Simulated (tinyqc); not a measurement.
Worked calculation: coupled-perturbed Hartree-Fock on RHF in the sto-3g basis, for H3O+, spin multiplicity 1. One step of it, computed by the program tinyqc.

Problem. Response to a field: uncoupled start. Field along z; U_ai = -mu_ai / (e_a - e_i), alpha = -4 sum U_ai mu_ai.

orbital energies (hartree): MO1 -20.802571, MO2 -1.703657, MO3 -1.042305, MO4 -1.042079, MO5 -0.860699, MO6 0.028696, MO7 0.249088, MO8 0.249483

dipole integrals <a|z|i> (bohr):
```
           i1         i2         i3        i4         i5
a6  -0.004410   0.006484  -0.000022  0.000000   0.103316
a7   0.000000   0.000000   0.000000  0.059581   0.000000
a8   0.000002  -0.000002  -0.059594  0.000000  -0.000032
```

Give: uncoupled U; uncoupled polarisability.

Solution.

uncoupled U:
```
        i1       i2      i3       i4       i5
a6  0.0002  -0.0037  0.0000   0.0000  -0.1162
a7  0.0000   0.0000  0.0000  -0.0461   0.0000
a8  0.0000   0.0000  0.0461   0.0000   0.0000
```

uncoupled polarisability = 0.0701 bohr^3
